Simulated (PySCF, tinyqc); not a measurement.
Inside a calculation. Method: G0W0 on RHF in the sto-6g basis, for CH2, spin multiplicity 1. The lowest restricted solution is unstable here: a spin-polarised one lies 0.0357 hartree lower (PySCF). One step of it, computed by the program tinyqc.

Task: G0W0 on Hartree-Fock: HOMO. W(p,q,m) = sqrt2 sum_ia (pq|ia) (X+Y)_ia,m; Sigma_c(x) = sum_(i,m) W^2/(x - e_i + w_m) + sum_(a,m) W^2/(x - e_a - w_m); solve x = e_p + Sigma_c(x) by Newton steps; Z = 1/(1 - dSigma/dx); 1 hartree = 27.211386 eV.

orbital energies (hartree): MO1 -11.148707, MO2 -0.855876, MO3 -0.542506, MO4 -0.305527, MO5 0.221590, MO6 0.690768, MO7 0.779588

Two-electron integrals over orbitals (pq|rs), unique and non-zero (hartree):
```
(11|11) 3.519658    (21|11) -0.290605   (21|21) 0.039308    (22|11) 0.723016
(22|21) -0.006142   (22|22) 0.564407    (31|11) 0.013989    (31|21) -0.001428
(31|22) 0.002002    (31|31) 0.008049    (32|11) 0.000529    (32|21) 0.001011
(32|22) 0.017583    (32|31) 0.013584    (32|32) 0.145760    (33|11) 0.623579
(33|21) -0.002033   (33|22) 0.528137    (33|31) -0.001038   (33|32) -0.011339
(33|33) 0.540640    (41|11) 0.177411    (41|21) -0.019963   (41|22) 0.016814
(41|31) 0.001183    (41|32) -0.000133   (41|33) 0.006830    (41|41) 0.029264
(42|11) -0.077119   (42|21) 0.008127    (42|22) 0.035057    (42|31) -0.000352
(42|32) -0.000330   (42|33) 0.021761    (42|41) 0.011983    (42|42) 0.068868
(43|11) 0.010273    (43|21) -0.000710   (43|22) 0.001469    (43|31) -0.003132
(43|32) 0.016492    (43|33) -0.002011   (43|41) -0.000714   (43|42) -0.003563
(43|43) 0.031466    (44|11) 0.821177    (44|21) -0.014268   (44|22) 0.497055
(44|31) 0.000354    (44|32) -0.000054   (44|33) 0.475339    (44|41) -0.012462
(44|42) -0.079382   (44|43) 0.008259    (44|44) 0.683817    (51|51) 0.022202
(52|51) 0.022907    (52|52) 0.087803    (53|51) -0.001156   (53|52) -0.003065
(53|53) 0.021382    (54|51) -0.013792   (54|52) -0.039438   (54|53) 0.002436
(54|54) 0.054204    (55|11) 0.853297    (55|21) -0.008771   (55|22) 0.546319
(55|31) 0.000376    (55|32) 0.000831    (55|33) 0.495092    (55|41) 0.004668
(55|42) -0.038597   (55|43) 0.005539    (55|44) 0.588071    (55|55) 0.673218
(61|11) 0.206767    (61|21) -0.030177   (61|22) -0.000088   (61|31) 0.008323
(61|32) 0.010459    (61|33) -0.001926   (61|41) 0.006640    (61|42) -0.012944
(61|43) -0.002117   (61|44) 0.018221    (61|55) 0.004929    (61|61) 0.034161
(62|11) -0.213369   (62|21) 0.005227    (62|22) -0.069510   (62|31) 0.004104
(62|32) 0.001276    (62|33) -0.025627   (62|41) -0.013025   (62|42) -0.001900
(62|43) -0.017055   (62|44) -0.064504   (62|55) -0.104084   (62|61) 0.004867
(62|62) 0.081483    (63|11) 0.142818    (63|21) -0.003582   (63|22) 0.034497
(63|31) -0.001490   (63|32) 0.056180    (63|33) 0.011359    (63|41) -0.000157
(63|42) -0.029745   (63|43) 0.024119    (63|44) 0.070341    (63|55) 0.070960
(63|61) 0.001870    (63|62) -0.054729   (63|63) 0.096968    (64|11) -0.078735
(64|21) -0.001019   (64|22) -0.029342   (64|31) -0.004923   (64|32) -0.037873
(64|33) -0.000883   (64|41) -0.002171   (64|42) 0.005293    (64|43) 0.005921
(64|44) -0.047784   (64|55) -0.037343   (64|61) -0.002187   (64|62) 0.028400
(64|63) -0.034782   (64|64) 0.039668    (65|51) -0.014680   (65|52) -0.048064
(65|53) 0.012209    (65|54) 0.013681    (65|65) 0.039516    (66|11) 0.728850
(66|21) -0.007230   (66|22) 0.534314    (66|31) -0.007830   (66|32) -0.098855
(66|33) 0.538361    (66|41) 0.018113    (66|42) 0.038329    (66|43) -0.026416
(66|44) 0.480700    (66|55) 0.517106    (66|61) -0.008531   (66|62) -0.038864
(66|63) -0.043421   (66|64) 0.009289    (66|66) 0.651122    (71|11) 0.135498
(71|21) -0.020613   (71|22) -0.002605   (71|31) -0.010607   (71|32) -0.017291
(71|33) 0.001023    (71|41) 0.004572    (71|42) -0.007824   (71|43) 0.005372
(71|44) 0.011630    (71|55) 0.003115    (71|61) 0.008059    (71|62) -0.005311
(71|63) 0.004239    (71|64) 0.008111    (71|66) 0.009558    (71|71) 0.028563
(72|11) -0.149002   (72|21) 0.003404    (72|22) -0.042958   (72|31) -0.007035
(72|32) 0.010988    (72|33) -0.017258   (72|41) -0.007981   (72|42) 0.004567
(72|43) 0.026455    (72|44) -0.048086   (72|55) -0.071435   (72|61) -0.005536
(72|62) 0.023492    (72|63) 0.011912    (72|64) 0.023524    (72|66) -0.056264
(72|71) 0.009217    (72|72) 0.071242    (73|11) -0.200482   (73|21) 0.005277
(73|22) -0.028787   (73|31) -0.000519   (73|32) 0.035881    (73|33) -0.024194
(73|41) 0.001811    (73|42) 0.048298    (73|43) 0.006530    (73|44) -0.103466
(73|55) -0.096462   (73|61) -0.005788   (73|62) 0.037758    (73|63) -0.020431
(73|64) 0.015082    (73|66) -0.046461   (73|71) -0.003007   (73|72) 0.056356
(73|73) 0.100717    (74|11) -0.043883   (74|21) -0.000189   (74|22) -0.007759
(74|31) 0.008115    (74|32) 0.060485    (74|33) -0.008814   (74|41) -0.001554
(74|42) 0.000428    (74|43) -0.013130   (74|44) -0.026279   (74|55) -0.019821
(74|61) 0.008330    (74|62) 0.023978    (74|63) 0.013528    (74|64) -0.016032
(74|66) -0.047231   (74|71) -0.010230   (74|72) 0.007479    (74|73) 0.030108
(74|74) 0.053151    (75|51) -0.009658   (75|52) -0.032334   (75|53) -0.013886
(75|54) 0.009547    (75|65) 0.011764    (75|75) 0.029374    (76|11) -0.010648
(76|21) 0.001323    (76|22) 0.019229    (76|31) 0.004060    (76|32) 0.048802
(76|33) -0.006741   (76|41) 0.009170    (76|42) 0.028809    (76|43) 0.010477
(76|44) -0.030658   (76|55) -0.005182   (76|61) -0.001923   (76|62) -0.014578
(76|63) 0.014952    (76|64) -0.015583   (76|66) -0.028111   (76|71) -0.008281
(76|72) 0.008719    (76|73) 0.038631    (76|74) 0.015915    (76|76) 0.041713
(77|11) 0.757765    (77|21) -0.007965   (77|22) 0.549076    (77|31) 0.008984
(77|32) 0.104324    (77|33) 0.524408    (77|41) 0.009694    (77|42) 0.010153
(77|43) 0.025785    (77|44) 0.515885    (77|55) 0.531360    (77|61) 0.010115
(77|62) -0.053306   (77|63) 0.085064    (77|64) -0.038733   (77|66) 0.460003
(77|71) -0.008640   (77|72) -0.002525   (77|73) -0.001832   (77|74) 0.031334
(77|76) 0.040281    (77|77) 0.651158
```

excitation energies w (hartree): 0.616259  0.805689  1.046620  1.172890  1.245325  1.388476  1.466726  1.712356  1.841879  11.414656  11.904429  11.988471

X + Y:
```
             1         2          3          4          5          6          7          8
1>5   0.003356  0.000325   0.000000   0.000000  -0.007815   0.000000   0.000000   0.000000
1>6   0.000000  0.000000  -0.000161  -0.002626   0.000000  -0.001591   0.001492  -0.002079
1>7   0.000000  0.000000  -0.001908   0.003473   0.000000   0.000876   0.001658   0.003416
2>5   0.134321  0.017066   0.000000   0.000000   0.925249   0.000000   0.000000   0.000000
2>6   0.000000  0.000000  -0.072819  -0.094030   0.000000   0.273727  -0.292270   0.735327
2>7   0.000000  0.000000  -0.066200   0.043249   0.000000  -0.127627  -0.271205  -0.540294
3>5  -0.020710  0.973596   0.000000   0.000000  -0.010130   0.000000   0.000000   0.000000
3>6   0.000000  0.000000   0.137056  -0.220356   0.000000   0.852830  -0.123501  -0.255215
3>7   0.000000  0.000000  -0.053341  -0.161582   0.000000   0.153884   0.861959   0.032499
4>5   0.919905  0.013902   0.000000   0.000000  -0.066250   0.000000   0.000000   0.000000
4>6   0.000000  0.000000   0.936726  -0.192183   0.000000  -0.132077   0.004804   0.038242
4>7   0.000000  0.000000   0.235812   0.901852   0.000000   0.199402   0.088566   0.029767

             9         10         11         12
1>5   0.000000   0.998051   0.000000   0.000000
1>6   0.001195   0.000000   0.978252   0.193137
1>7  -0.001074   0.000000  -0.194542   0.978466
2>5   0.000000   0.000766   0.000000   0.000000
2>6   0.451529   0.000000   0.000258  -0.000187
2>7   0.736212   0.000000  -0.000341   0.000370
3>5   0.000000  -0.000027   0.000000   0.000000
3>6  -0.083660   0.000000   0.000035   0.000157
3>7   0.298455   0.000000  -0.000193  -0.000152
4>5   0.000000  -0.000224   0.000000   0.000000
4>6   0.065292   0.000000  -0.000106   0.000210
4>7   0.050662   0.000000   0.000314  -0.000256
```

Give: The 12 largest terms at x = e_p; Newton steps; quasiparticle energy of the HOMO; Hartree-Fock value.

Result:

The 12 largest terms at x = e_p (hartree; W for the signs of X + Y given):
```
q  m        W     term
4  9  -0.1495   0.0121
4  7  -0.0969   0.0064
5  1   0.0629  -0.0035
4  8  -0.0642   0.0024
2  7   0.0631   0.0020
5  5  -0.0566  -0.0018
4  6   0.0475   0.0016
7  4   0.0582  -0.0015
4  3  -0.0395   0.0015
3  8  -0.0466   0.0011
6  9   0.0556  -0.0011
7  6   0.0488  -0.0010
```

Newton steps (hartree):
```
step        x  Sigma_c(x)       Z
0     -0.3055      0.0172  0.9764
1     -0.2888      0.0168  0.9767
2     -0.2888      0.0168  0.9767
```

quasiparticle energy of the HOMO = -7.8578 eV

Hartree-Fock value = -8.3138 eV
